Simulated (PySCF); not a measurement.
Species: C4H7N.
Bonds: N1–C2 (double), C2–C3, C3–C4, C4–C5, C2–C5. Hydrogens: H6 on N1; H7, H8 on C3; H9, H10 on C4; H11, H12 on C5.

The same species was optimised twice, with GFN2-xTB and with PBE0-D3(BJ)/def2-SVP (PySCF), and the same property calculations (PySCF, gas phase) were run on both structures.

```
   coordinate  GFN2-xTB  PBE0-D3(BJ)/def2-SVP  change
    C2–C5 (Å)     1.502                 1.516  +0.014
   C5–H11 (Å)     1.088                 1.102  +0.014
    C3–H7 (Å)     1.089                 1.102  +0.013
   C5–H12 (Å)     1.088                 1.101  +0.013
    C3–H8 (Å)     1.090                 1.102  +0.012
    N1=C2 (Å)     1.249                 1.260  +0.011
    C4–H9 (Å)     1.087                 1.099  +0.012
   C4–H10 (Å)     1.088                 1.098  +0.010
    C2–C3 (Å)     1.515                 1.524  +0.009
    C3–C4 (Å)     1.540                 1.549  +0.009
    C4–C5 (Å)     1.541                 1.549  +0.008
    N1–H6 (Å)     1.018                 1.026  +0.008
 C2–N1–H6 (°)     115.5                 110.2    -5.3
 C4–C3–H8 (°)     115.4                 117.1    +1.7
C4–C5–H12 (°)     115.7                 117.3    +1.6
C5–C4–H10 (°)     114.2                 115.6    +1.4
 C2–C3–H8 (°)     114.1                 115.3    +1.2
 C2–C3–H7 (°)     114.1                 112.8    -1.3
C2–C5–H12 (°)     113.7                 114.9    +1.2
C3–C4–H10 (°)     114.2                 115.4    +1.2
```

Rotational constants: A = 10983, B = 4803, C = 3564 MHz (GFN2-xTB) against A = 10758, B = 4754, C = 3529 MHz (PBE0-D3(BJ)/def2-SVP). Atoms that the bonding makes alike are paired by their places after alignment.

On the GFN2-xTB structure: lowest singlet, TDDFT (eV) 5.16 [CAM-B3LYP/def2-SVPD]; lowest triplet, Tamm–Dancoff (eV) 4.46 [CAM-B3LYP/def2-SVPD]; isotropic polarisability (au) 53.1 [CAM-B3LYP/def2-SVPD]; HOMO (eV) -8.57 [CAM-B3LYP/def2-SVPD]; LUMO (eV) 1.01 [CAM-B3LYP/def2-SVPD]; dipole (D) 2.38 [CAM-B3LYP/def2-SVPD]; HOMO (eV) -7.09 [PBE0/pcSseg-1]; LUMO (eV) 0.00 [PBE0/pcSseg-1]; dipole (D) 2.22 [PBE0/pcSseg-1]; GIAO shielding of N1 (ppm) -77.4 [PBE0/pcSseg-1]; GIAO shielding of C2 (ppm) 2.8 [PBE0/pcSseg-1]; GIAO shielding of C3 (ppm) 147.4 [PBE0/pcSseg-1]; GIAO shielding of C4 (ppm) 175.5 [PBE0/pcSseg-1]; GIAO shielding of C5 (ppm) 147.6 [PBE0/pcSseg-1].

Task: What do these properties become on the PBE0-D3(BJ)/def2-SVP structure?

Result: 
```
                                    property                level  on GFN2-xTB  on PBE0-D3(BJ)/def2-SVP  change
                  lowest singlet, TDDFT (eV)  CAM-B3LYP/def2-SVPD         5.16                     5.29   +0.13
           lowest triplet, Tamm–Dancoff (eV)  CAM-B3LYP/def2-SVPD         4.46                     4.58   +0.12
               isotropic polarisability (au)  CAM-B3LYP/def2-SVPD         53.1                     53.9    +0.8
                                   HOMO (eV)  CAM-B3LYP/def2-SVPD        -8.57                    -8.76   -0.19
                                   LUMO (eV)  CAM-B3LYP/def2-SVPD         1.01                     0.94   -0.07
                                  dipole (D)  CAM-B3LYP/def2-SVPD         2.38                     2.52   +0.14
energy, GFN2-xTB geometry as zero (kcal/mol)  CAM-B3LYP/def2-SVPD          0.0                     -0.7    -0.7
                                   HOMO (eV)        PBE0/pcSseg-1        -7.09                    -7.29   -0.20
                                   LUMO (eV)        PBE0/pcSseg-1         0.00                    -0.09   -0.09
                                  dipole (D)        PBE0/pcSseg-1         2.22                     2.36   +0.14
energy, GFN2-xTB geometry as zero (kcal/mol)        PBE0/pcSseg-1          0.0                     -0.7    -0.7
                  GIAO shielding of N1 (ppm)        PBE0/pcSseg-1        -77.4                    -77.1    +0.3
                  GIAO shielding of C2 (ppm)        PBE0/pcSseg-1          2.8                     -2.3    -5.1
                  GIAO shielding of C3 (ppm)        PBE0/pcSseg-1        147.4                    144.0    -3.4
                  GIAO shielding of C4 (ppm)        PBE0/pcSseg-1        175.5                    172.2    -3.3
                  GIAO shielding of C5 (ppm)        PBE0/pcSseg-1        147.6                    144.9    -2.7
```

The heavy atoms differ by 0.057 Å rms after alignment. Among all bonds C2–C5, C3–H7, C5–H11 and C5–H12 change most and about equally (+0.013 to +0.014 Å). Changes are differences of the printed values. Neither structure is proved a minimum here.
